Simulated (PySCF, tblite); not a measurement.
**CH6NSi radical: geometry, infrared bands and EPR parameters**

Aim: predict the infrared bands and EPR parameters of CH6NSi radical (`CN[SiH2]`).

The runs use tblite 0.8.0 and PySCF 2.14.0, with density-fitted response routines of our own; the level of theory stands in each step. All values are computed, except where a source is named. Atoms count from 0, in the outputs and in this text.

### 1 The starting structure

9 atoms, charge 0, multiplicity 2; geometry from: force field or distance geometry start.

Bonds of the start (Å): C0–N1 1.46, N1–Si2 1.82, C0–H3 1.09, C0–H4 1.11, C0–H5 1.11, N1–H6 1.06, Si2–H7 1.47, Si2–H8 1.47.

### 2 Optimising the geometry with GFN2-xTB

What the job is given:

```
{"job": {"kind": "relax", "xc": "GFN2-xTB", "basis": "xTB"}, "charge": 0, "multiplicity": 2}
C     -0.949000    -0.304600    -0.125500
N     -0.157100     0.884400    -0.442900
Si     1.550800     0.373700    -0.077600
H     -0.615100    -1.131300    -0.757500
H     -2.031500    -0.128200    -0.322700
H     -0.815300    -0.538500     0.952600
H     -0.457100     1.601900     0.272400
H      1.901600    -0.805300    -0.883200
H      1.586300     0.053800     1.359100
```

The run is started by

```
OMP_NUM_THREADS=1 python probes_run.py task.json out
```

This one command runs all jobs of the session in turn.

Log:

```text
step      E/eV     max force
  0    -266.19059    1.765
  1    -266.28112    1.099
  2    -266.33962    0.573
  3    -266.36132    0.581
  4    -266.42407    0.712
  5    -266.45644    0.732
  6    -266.49982    0.591
  7    -266.51380    0.444
  8    -266.52568    0.342
  9    -266.54050    0.399
 10    -266.55601    0.436
 11    -266.56854    0.375
 12    -266.57755    0.236
 13    -266.58168    0.142
 14    -266.58365    0.197
 15    -266.58591    0.175
 16    -266.58892    0.164
 17    -266.59085    0.172
 18    -266.59297    0.156
 19    -266.59475    0.139
 20    -266.59651    0.156
 21    -266.59778    0.119
 22    -266.59868    0.086
 23    -266.59934    0.088
 24    -266.60024    0.149
 25    -266.60150    0.183
 26    -266.60285    0.146
 27    -266.60383    0.078
 28    -266.60436    0.061
 29    -266.60471    0.061
 30    -266.60499    0.052
 31    -266.60525    0.051
 32    -266.60560    0.075
 33    -266.60606    0.099
 34    -266.60664    0.103
 35    -266.60729    0.094
 36    -266.60804    0.099
 37    -266.60904    0.113
 38    -266.61031    0.128
 39    -266.61135    0.121
 40    -266.61222    0.080
 41    -266.61303    0.070
 42    -266.61352    0.073
 43    -266.61401    0.086
 44    -266.61459    0.077
 45    -266.61513    0.069
 46    -266.61551    0.040
 47    -266.61567    0.029
 48    -266.61573    0.022
 49    -266.61576    0.015
 50    -266.61579    0.010
```

Wall time 0.16 s (1 thread of Arm Neoverse V1, shared host).

Along the way: (not every step is listed)

| step | energy from step 0 (eV) | largest force (eV/Å) |
| --- | --- | --- |
| 0 | 0.0000 | 1.7646 |
| 1 | -0.0905 | 1.0990 |
| 2 | -0.1490 | 0.5729 |
| 3 | -0.1707 | 0.5806 |
| 4 | -0.2335 | 0.7121 |
| 5 | -0.2659 | 0.7317 |
| 6 | -0.3092 | 0.5906 |
| 7 | -0.3232 | 0.4435 |
| 8 | -0.3351 | 0.3417 |
| 11 | -0.3779 | 0.3748 |
| 14 | -0.3931 | 0.1973 |
| 17 | -0.4003 | 0.1723 |
| 20 | -0.4059 | 0.1556 |
| 23 | -0.4087 | 0.0884 |
| 26 | -0.4123 | 0.1457 |
| 29 | -0.4141 | 0.0611 |
| 32 | -0.4150 | 0.0754 |
| 35 | -0.4167 | 0.0944 |
| 38 | -0.4197 | 0.1284 |
| 41 | -0.4224 | 0.0703 |
| 44 | -0.4240 | 0.0774 |
| 45 | -0.4245 | 0.0690 |
| 46 | -0.4249 | 0.0403 |
| 47 | -0.4251 | 0.0288 |
| 48 | -0.4251 | 0.0224 |
| 49 | -0.4252 | 0.0151 |
| 50 | -0.4252 | 0.0100 |

Distances of close pairs at the start and the end, largest changes first:

| bond | before (Å) | after (Å) | change (Å) |
| --- | --- | --- | --- |
| N1–Si2 | 1.820 | 1.718 | -0.102 |
| N1–H6 | 1.057 | 1.008 | -0.048 |
| C0–H4 | 1.114 | 1.092 | -0.022 |
| C0–N1 | 1.463 | 1.447 | -0.017 |
| C0–H5 | 1.111 | 1.097 | -0.014 |
| Si2–H7 | 1.470 | 1.456 | -0.014 |
| Si2–H8 | 1.472 | 1.464 | -0.008 |
| C0–H3 | 1.093 | 1.088 | -0.005 |

The end geometry stands in the next job.

### 3 Vibrational analysis with GFN2-xTB

What the job is given:

```
{"job": {"kind": "ir", "xc": "GFN2-xTB", "basis": "xTB"}, "charge": 0, "multiplicity": 2}
C     -1.078348    -0.340596    -0.083501
N     -0.090456     0.713241    -0.166853
Si     1.594147     0.415215    -0.012182
H     -0.672686    -1.240053    -0.542187
H     -1.981694    -0.052167    -0.624924
H     -1.356316    -0.580120     0.950090
H     -0.460795     1.591629     0.161897
H      1.962976    -0.564656    -1.024420
H      2.096733     0.063500     1.316899
```

Log:

```text
mode    cm-1     km/mol
  1     133.7      0.33
  2     148.1      3.09
  3     284.6      2.86
  4     485.2    121.37
  5     545.0     50.81
  6     599.8     74.97
  7     777.1    122.60
  8     816.7    115.02
  9    1061.2     31.93
 10    1099.2      1.79
 11    1124.3     54.82
 12    1357.4     30.62
 13    1421.6      1.47
 14    1494.2      2.43
 15    1506.7      2.44
 16    2228.2    430.22
 17    2307.9    295.87
 18    2894.3     73.45
 19    2969.6     55.13
 20    3023.8     29.96
 21    3454.5      3.05
```

Run time: 0.12 s. Hardware: 1 thread of Arm Neoverse V1, shared host.

The strongest bands and the atoms that carry them (share of the mass-weighted mode):

| cm⁻¹ | km/mol | atoms |
| --- | --- | --- |
| 485 | 121.4 | H6 71 %, N1 17 % |
| 600 | 75.0 | H7 41 %, H8 39 %, Si2 16 % |
| 777 | 122.6 | H7 53 %, H8 41 % |
| 817 | 115.0 | Si2 34 %, N1 34 %, C0 14 % |
| 2228 | 430.2 | H8 96 % |
| 2308 | 295.9 | H7 96 % |
| 2894 | 73.5 | H5 90 % |
| 2970 | 55.1 | H4 91 % |

### 4 g tensor and hyperfine couplings: B3LYP/pcH-1

Same as in step 3 but for these lines:

```diff
@@ -1,2 +1,2 @@
-{"job": {"kind": "ir", "xc": "GFN2-xTB", "basis": "xTB"}, "charge": 0, "multiplicity": 2}
+{"job": {"kind": "epr", "basis": "pcH-1"}, "charge": 0, "multiplicity": 2}
 C     -1.078348    -0.340596    -0.083501
```

Level: UKS B3LYP, pcH-1 on C H N Si, non-relativistic, mean-field spin-orbit, GIAO.

Log:

```text
UKS, coarse grid
  cycle   1  E = -385.89829874  |g| = 3.04e-01
  cycle   2  E = -385.83865624  |g| = 4.70e-01
  cycle   3  E = -385.93666177  |g| = 4.96e-02
  cycle   4  E = -385.93761121  |g| = 1.67e-02
  cycle   5  E = -385.93773261  |g| = 5.62e-03
  cycle   6  E = -385.93774841  |g| = 7.21e-04
  cycle   7  E = -385.93774872  |g| = 2.66e-04
UKS, final grid
  cycle   1  E = -385.93773338  |g| = 2.28e-04
  cycle   2  E = -385.93773337  |g| = 3.27e-04
  cycle   3  E = -385.93773342  |g| = 4.20e-05
  cycle   4  E = -385.93773342  |g| = 1.45e-05
E = -385.93773342 Eh   <S^2> = 0.7513 (exact 0.7500)
g shifts (ppm)      1          2          3
  rmc          -133       -133       -133
  gc             34         45         56
  oz_so        -194        131       1969
  total        -294         42       1892
hyperfine (MHz)  atom isotope    a_iso     a_fc   dipolar eigenvalues
    0   13C      42.18      42.19     -2.96     -2.47      5.43
    1   14N      19.42      19.41     -2.30     -1.61      3.91
    2  29Si    -497.34    -498.37   -169.01     82.51     86.51
    3    1H       2.72       2.72     -3.33     -0.91      4.23
    4    1H       2.36       2.37     -2.08     -1.16      3.24
    5    1H       2.71       2.71     -2.25     -1.04      3.29
    6    1H       4.04       4.04     -5.76     -2.28      8.03
    7    1H      14.94      14.92     -9.58      0.33      9.25
    8    1H      88.01      88.00     -9.78      1.70      8.08
```

Wall time 11 s (1 thread of Arm Neoverse V1, shared host); peak memory 0.48 GiB.

Principal g values 2.00203, 2.00236, 2.00421; g(iso) = 2.00287, against 2.00232 for a free electron.

Mean a(iso) over the nuclei that a row names, and the largest dipolar term of the row (other rows stand at the frozen geometry):

| nuclei | isotope | a(iso) (MHz) | a(iso) (G, at g = 2.0023) | largest dipolar term (MHz) |
| --- | --- | --- | --- | --- |
| Si2 | 29Si | -497.3 | -177.5 | -169.0 |
| H7, H8 | 1H | 51.5 | 18.4 | -9.8 |
| C0 | 13C | 42.2 | 15.1 | 5.4 |
| N1 | 14N | 19.4 | 6.9 | 3.9 |
| H6 | 1H | 4.0 | 1.4 | 8.0 |
| H3, H4, H5 | 1H | 2.6 | 0.9 | 4.2 |

Mulliken spin populations:

| atom | value (e) |
| --- | --- |
| C0 | 0.02 |
| N1 | 0.01 |
| Si2 | 0.96 |
| H3 | 0.00 |
| H4 | 0.00 |
| H5 | 0.00 |
| H6 | 0.00 |
| H7 | -0.01 |
| H8 | 0.03 |

In first order the couplings over 0.8 MHz of 1H, 14N give 72 distinct lines over 54.8 G, if the averaged nuclei exchange fast; the same motion can average rows kept apart here too.

The fields below are evaluated on a grid from the run's orbitals.

ELF in a plane through or near 5 of the atoms.

Ten even steps from '0' (0.00) to '9' (1.00):
```
0000000000000000000000000000
0000000000000000000000000000
0000000000000000000000000000
0000001221000023100000000000
0000147763000689710000000000
0001689985201899830000000000
0013899997413899810000000000
0015899974356677500144100000
0014789623178476525899620000
0002566268548658669999950000
0001344235237666579999960000
0000126876531114568999840000
0000149999951017864577310000
0000169999970049973100000000
0000169999950039973100000000
0000027999820004641000000000
0000001354300000000000000000
0000000000000000000000000000
0000000000000000000000000000
0000000000000000000000000000
```
The map spans 9.6 Å across and 8.2 Å up, centred on the molecule. Atoms in the plane (x, y in Å): N1 (0.0, 0.6), Si2 (-1.6, 0.2), H4 (2.0, -0.1), H6 (0.3, 1.5), H7 (-1.8, -1.2).

On the surface of density 0.002 e/bohr³ the electrostatic potential runs, from the 1st to the 99th percentile, from -1.05 V near N1 to 1.54 V near H6.

The spin density lies nearest to Si2 67 %; H8 13 %; H7 9 %.

### 5 Outcome

```
                                                                  quantity                    value
                                 strongest single infrared mode (GFN2-xTB)    2228 cm⁻¹, 430 km/mol
                                              zero-point energy (GFN2-xTB)            42.5 kcal/mol
                                                            g(iso) (B3LYP)                  2.00287
                                                                      ⟨S²⟩       0.751 (exact 0.75)
                                        largest a(iso) (averaged by class)  29Si on Si2, -497.3 MHz
potential on the surface of density 0.002 e/bohr³, 1st and 99th percentile       -1.05 V and 1.54 V
```

What this shows: The optimisation took 50 steps and gained 0.425 eV; among the close pairs (by a distance rule), N1–Si2 changed most, from 1.820 to 1.718 Å. No mode is imaginary among the 21: a minimum at this level. The strongest single mode, at 2228 cm⁻¹, moves mainly H8. GFN2-xTB is a fitted tight-binding method: band positions and strengths are rough. Its intensities can rank the bands wrongly. Most of the unpaired spin sits on Si2 (0.96 e). The isotropic g lies 0.5 ppt above the free-electron value. The conformer search found further structures of the same energy, which may be mirror or relabelled copies of this one.
